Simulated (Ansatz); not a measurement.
Geometry optimisation, UKS PBE0-D4/def2-SVP (Ansatz).

Input file:

```yaml
crystal:
  periodic: [false, false, false]
  atoms:
    - { symbol: "N", position_ang: [-0.8209, 0.325, -0.6495] }
    - { symbol: B, position_ang: [-0.3643, -0.6469, 0.3491] }
    - { symbol: S, position_ang: [0.6929, -0.0841, 1.7678] }
    - { symbol: H, position_ang: [-1.3365, -0.1536, -1.3807] }
    - { symbol: H, position_ang: [-0.0296, 0.7569, -1.1626] }
    - { symbol: H, position_ang: [1.9004, -0.2613, 1.0297] }
magnetization:
  spin_polarized: true
  initial_magnetization: 1
basis:
  gaussian: { orbitals: def2-SVP }
hamiltonian:
  xc: pbe0
  dispersion: d4
relax:
  f_tol: 0.015
  max_steps: 40
```

Command:

```bash
$ ansatz run input.yaml --threads 1 --pin off --max-ram 2048MiB --backend cpu --events-out ev --progress --plain --runs-dir out
```

Question: Where does it end, and by what steps?

Answer: The run converged. After 9 steps the energy has fallen by 0.919 eV; H6 moved furthest, 0.48 Å.

```tsv
step	energy less start (eV)	largest force component (eV/Å)	accepted
0	0.0000	2.150	yes
1	-0.3382	2.154	yes
2	-0.6406	0.850	yes
3	-0.8529	0.233	yes
4	-0.8118	1.381	no
5	-0.8881	0.364	yes
6	-0.9128	0.146	yes
7	-0.9191	0.024	yes
8	-0.9192	0.022	yes
9	-0.9193	0.001	yes
```

```xyz
6
Properties=species:S:1:pos:R:3
N -0.622 0.084 -0.754
B -0.545 -0.449 0.521
S 0.784 -0.479 1.713
H -1.458 0.021 -1.320
H 0.143 0.571 -1.214
H 1.740 0.188 1.008
```

The run took 24 s on 1 thread of Arm Neoverse V2 (shared host), peak memory 0.14 GiB.
